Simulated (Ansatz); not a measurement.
# C3H7FO: basis-set convergence

An exercise on one series of results from a longer session: the logs are not shown, and one member is left open.

Method: one geometry, several basis sets; program: Ansatz 0.2.0, Gaussian basis.

The runs, in order: PBE0-D4/def2-SVP; ωB97M-V/def2-SVP; PBE0-D4/def2-QZVPP; ωB97M-V/def2-QZVPP; CCSD(T)/cc-pV(D+d)Z; CCSD(T)/cc-pV(T+d)Z; MP2/cc-pV(Q+d)Z; the functionals' def2-TZVPP values are taken from earlier runs.

**The geometry**

All runs share one geometry, relaxed beforehand with PBE0-D4 in a triple-zeta def2 set.

SMILES `CC(O)CF`, 12 atoms, charge 0, spin multiplicity 1.

Atoms are counted from 1 here; the program's logs count them from 0.

Bond lengths: C1–C2 1.510 Å, C1–H6 1.093 Å, C1–H7 1.092 Å, C1–H8 1.090 Å, C2–O3 1.412 Å, C2–C4 1.509 Å, C2–H9 1.101 Å, O3–H10 0.962 Å, C4–F5 1.389 Å, C4–H11 1.094 Å, C4–H12 1.094 Å. Angles: C2–C1–H6 110.4°, C2–C1–H7 111.1°, C2–C1–H8 109.8°, H6–C1–H7 108.9°, H6–C1–H8 108.1°, H7–C1–H8 108.4°, C1–C2–O3 108.0°, C1–C2–C4 111.2°, C1–C2–H9 109.6°, O3–C2–C4 110.3°, O3–C2–H9 109.9°, C4–C2–H9 107.8°, C2–O3–H10 107.6°, C2–C4–F5 109.1°, C2–C4–H11 111.5°, C2–C4–H12 110.6°, F5–C4–H11 107.9°, F5–C4–H12 107.6° and more.

The first run:

File in.yaml:

```yaml
crystal:
  periodic: [false, false, false]
  atoms:
    - {symbol: C, position_ang: [0.287596, 1.281236, -0.487560]}
    - {symbol: C, position_ang: [0.046554, -0.207038, -0.401165]}
    - {symbol: O, position_ang: [-1.237597, -0.471403, -0.924343]}
    - {symbol: C, position_ang: [0.142293, -0.694175, 1.023942]}
    - {symbol: F, position_ang: [-0.110324, -2.060061, 1.054435]}
    - {symbol: H, position_ang: [-0.450683, 1.822735, 0.108558]}
    - {symbol: H, position_ang: [1.287306, 1.538433, -0.131242]}
    - {symbol: H, position_ang: [0.194884, 1.611013, -1.522832]}
    - {symbol: H, position_ang: [0.809195, -0.738764, -0.990971]}
    - {symbol: H, position_ang: [-1.422091, -1.405103, -0.783069]}
    - {symbol: H, position_ang: [1.140448, -0.527262, 1.438839]}
    - {symbol: H, position_ang: [-0.610580, -0.204712, 1.649308]}
basis:
  gaussian: {orbitals: def2-SVP}
hamiltonian: {xc: pbe0, dispersion: d4}
output: {orbitals: {seedname: orbitals}}
```

Launch:

```bash
$ ansatz run in.yaml --threads 2 --pin off --events-out ev --progress --plain --max-ram 22528MiB --backend cpu
```

Steps of the session up to this table: PBE0-D4 in def2-SVP; ωB97M-V in def2-SVP; PBE0-D4 in def2-QZVPP; ωB97M-V in def2-QZVPP.

One table of the session follows, with a row left open; its other results are not shown here.

```
functional       basis  HOMO (eV)  LUMO (eV)
   PBE0-D4    def2-SVP      -7.77       1.84
   PBE0-D4  def2-TZVPP      -8.01       1.23
   PBE0-D4  def2-QZVPP      -8.06       0.76
   ωB97M-V    def2-SVP     -10.21       3.49
   ωB97M-V  def2-TZVPP          ?          ?
   ωB97M-V  def2-QZVPP     -10.52       1.92
```

Q: Estimate the row for ωB97M-V, def2-TZVPP from the others.

**Answer.** HOMO (eV): -10.46; LUMO (eV): 2.66. In the column «HOMO (eV)» it lies between ωB97M-V, def2-QZVPP (-10.52) and ωB97M-V, def2-SVP (-10.21).
